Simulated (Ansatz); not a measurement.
**CH2N2 (methanediimine): PBE-QIDH/def2-TZVP**

Aim: the energy change on altering one bond length of CH2N2 (methanediimine) at PBE-QIDH/def2-TZVP, from 2 runs. 

Program for the calculation: Ansatz 0.2.0.

50 further runs of the same task are left out: 50 set aside as unsound or not needed.

## (1) The molecule

The species is CH2N2 (5 atoms), meant as a singlet with charge 0. As SMILES, `N=C=N`. The shape is that of a PBE0-D4/def2-TZVP optimisation.

Bond lengths: N1–C2 1.217 Å, C2–N3 1.217 Å, N1–H4 1.010 Å, N3–H5 1.010 Å. Angles: N1–C2–N3 171.2°, C2–N1–H4 119.5°, C2–N3–H5 119.5°.

## (2) A single-point energy at PBE-QIDH/def2-TZVP

File molecule.yaml:

```yaml
crystal:
  periodic: [false, false, false]
  atoms:
    - {symbol: "N", position_ang: [-1.223010, -0.197100, -0.034990]}
    - {symbol: C, position_ang: [-0.008090, -0.139620, -0.075660]}
    - {symbol: N, position_ang: [1.197320, -0.245880, -0.204970]}
    - {symbol: H, position_ang: [-1.767940, 0.622550, -0.262140]}
    - {symbol: H, position_ang: [1.801730, -0.039940, 0.577760]}
basis:
  gaussian:
    orbitals: def2-TZVP
hamiltonian:
  xc: {name: PBE-QIDH}
correlation:
  frozen_orbitals: {C: 1, H: 0, "N": 1}
output:
  orbitals: {seedname: orbitals}
accuracy: high
```

On the command line:

```console
$ ansatz run molecule.yaml --threads 1 --pin off --max-ram 3480MiB --events-out events.jsonl --progress --plain --runs-dir runs
```

Log:

```text
Warning: RAYON_NUM_THREADS=1 ignored (pool sized by the plan → 1); use --threads N
Functional definition: PBE-QIDH
  name "PBE-QIDH"
  parameter a = 3^(-1/3)
  parameter c = 1/3
  exchange = (1 - a)*pbe_x + a*exact_x
  correlation = (1 - c)*pbe_c + c*(mp2_os + mp2_ss)
1744 factors; integrals over basis functions are off by at most 3.7e-9 eV
mean field evaluation 1: about -4036.2099 eV, gradient 4.0e1 eV
mean field evaluation 2: about -4036.2124 eV, gradient 4.0e1 eV
mean field evaluation 4: about -4039.0983 eV, gradient 3.5e0 eV
mean field evaluation 8: about -4039.1335 eV, gradient 8.7e-2 eV
mean field evaluation 16: about -4039.1336 eV, gradient 1.3e-5 eV
mean field -4039.13361503 eV, -148.4354225291 hartree, gradient 4.7e-8 eV, S^2 0.000000; 0 other end points of the search recorded, 0 dependent functions left out
3 core orbitals not correlated: weight in the atoms' cores, before any rotation towards them, 1.000 or more for the frozen orbitals, at most 0.000 for the correlated occupied ones
reference -4039.13361583 eV, -148.4354225587 hartree; 8, 8 occupied and 94, 94 virtual orbitals, 1744 factors
second order -16.84656866 eV of doubles, -0.00000000 eV of singles
Total energy: -4044.74913872 eV, -148.6417892184 hartree
```

Wall time 5.7 s (1 thread of Arm Neoverse V2, shared host); peak memory 0.24 GiB.

## (3) The distorted shape

File molecule.yaml:

```yaml
crystal:
  periodic: [false, false, false]
  atoms:
    - {symbol: N, position_ang: [-0.787089, -0.852786, 0.146720]}
    - {symbol: C, position_ang: [0.427831, -0.795306, 0.106050]}
    - {symbol: "N", position_ang: [1.633241, -0.901566, -0.023260]}
    - {symbol: H, position_ang: [-1.767940, 0.622550, -0.262140]}
    - {symbol: H, position_ang: [2.237651, -0.695626, 0.759470]}
basis:
  gaussian: {orbitals: def2-TZVP}
hamiltonian: {xc: {name: PBE-QIDH}}
correlation: {frozen_orbitals: {C: 1, H: 0, "N": 1}}
accuracy: high
output: {orbitals: {seedname: orbitals}}
total_charge: 0
```

On the command line:

```console
$ ansatz run molecule.yaml --threads 1 --pin off --max-ram 3480MiB --events-out events.jsonl --progress --plain --runs-dir runs
```

Log, cut to the lines that bear on the results:

```text
Warning: RAYON_NUM_THREADS=1 ignored (pool sized by the plan → 1); use --threads N
[... 2 set-up lines as earlier in the session ...]
[...]
1742 factors; integrals over basis functions are off by at most 3.6e-9 eV
[...]
mean field -4034.88127125 eV, -148.2791517778 hartree, gradient 3.3e-8 eV, S^2 0.000000; 0 other end points of the search recorded, 0 dependent functions left out; unrestricted orbitals would lower it
3 core orbitals not correlated: weight in the atoms' cores, before any rotation towards them, 1.000 or more for the frozen orbitals, at most 0.000 for the correlated occupied ones
reference -4034.88127216 eV, -148.2791518111 hartree; 8, 8 occupied and 94, 94 virtual orbitals, 1742 factors
second order -17.79891223 eV of doubles, -0.00000000 eV of singles
Total energy: -4040.81424290 eV, -148.4971844645 hartree
```

Run time: 5.7 s. Hardware: 1 thread of Arm Neoverse V2, shared host; peak memory 0.24 GiB.

## (4) Summary of results

At PBE-QIDH/def2-TZVP, 3 core orbitals frozen:

| quantity | value |
| --- | --- |
| first shape: total energy | -148.64179 Eh |
| first shape: HOMO energy (SCF part's orbitals) | -10.47 eV |
| first shape: LUMO energy (SCF part's orbitals) | 2.36 eV |
| first shape: HOMO–LUMO gap (SCF part's orbitals) | 12.84 eV |
| distorted shape: total energy | -148.49718 Eh |
| distorted shape: HOMO energy (SCF part's orbitals) | -9.76 eV |
| distorted shape: LUMO energy (SCF part's orbitals) | -2.17 eV |
| distorted shape: HOMO–LUMO gap (SCF part's orbitals) | 7.59 eV |
| energy change with the N1–H4 bond stretched from 1.010 to 1.818 Å | 3.935 eV |

In words: With the N1–H4 bond stretched from 1.010 to 1.818 Å the energy rises by 3.93 eV (380 kJ/mol). The first shape isn't relaxed at this level, so the change isn't measured from a minimum. A restricted reference can't describe the breaking bond well at this length. The restricted solution (distorted shape) is unstable to spin breaking: an unrestricted one lies lower.
